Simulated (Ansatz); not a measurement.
Barrier H + H2S (SMILES S) via H3S, on the benchmark's geometries as Psi4's copy gives them; open shells unrestricted, no zero-point energy, no spin–orbit coupling.
Transition structure (charge 0, multiplicity 2):
```xyz
4

H      1.2621    -0.2201     0.0000
S      0.0000     0.2232     0.0000
H     -0.5006    -1.1154     0.0000
H     -0.7615    -2.2349     0.0000
```

Frozen-core correlation.

Programs: Ansatz (Gaussian orbitals). 

The barrier height is − E(H) − E(H2S) + E(TS). Total energies (hartree):

```json
[
 {"level": "HF/aug-cc-pV(D+d)Z", "H": "-0.4993343", "H2S": "-398.7022895", "TS": "-399.1830867"},
 {"level": "CCSD(T)/aug-cc-pV(D+d)Z", "H": "-0.4993343", "H2S": "-398.8877641", "TS": "-399.3807155"},
 {"level": "HF/aug-cc-pV(T+d)Z", "H": "-0.4998212", "H2S": "-398.7160017", "TS": "-399.1969234"},
 {"level": "CCSD(T)/aug-cc-pV(T+d)Z", "H": "-0.4998212", "H2S": "-398.9436092", "TS": "-399.4374037"}
]
```

### Question
Work out the barrier height at the basis-set limit: extrapolate the CCSD(T) correlation part as X⁻³, take Hartree–Fock from the larger set.

### Answer

1. Differences (1 hartree = 627.509 kcal/mol): HF/aug-cc-pV(D+d)Z 11.632; CCSD(T)/aug-cc-pV(D+d)Z 4.005; HF/aug-cc-pV(T+d)Z 11.860; CCSD(T)/aug-cc-pV(T+d)Z 3.782.
2. Correlation parts, CCSD(T) less HF: -7.627 in aug-cc-pV(D+d)Z (X = 2), -8.078 in aug-cc-pV(T+d)Z (X = 3).
3. Limit (3³·(-8.078) − 2³·(-7.627))/(3³ − 2³) = -8.268; with HF/aug-cc-pV(T+d)Z it gives 3.592.
Result: 3.59 kcal/mol, against 4.01 at CCSD(T)/aug-cc-pV(D+d)Z. It is an estimate of this method's limit, not of the exact value.

Ansatz is an electronic-structure program.
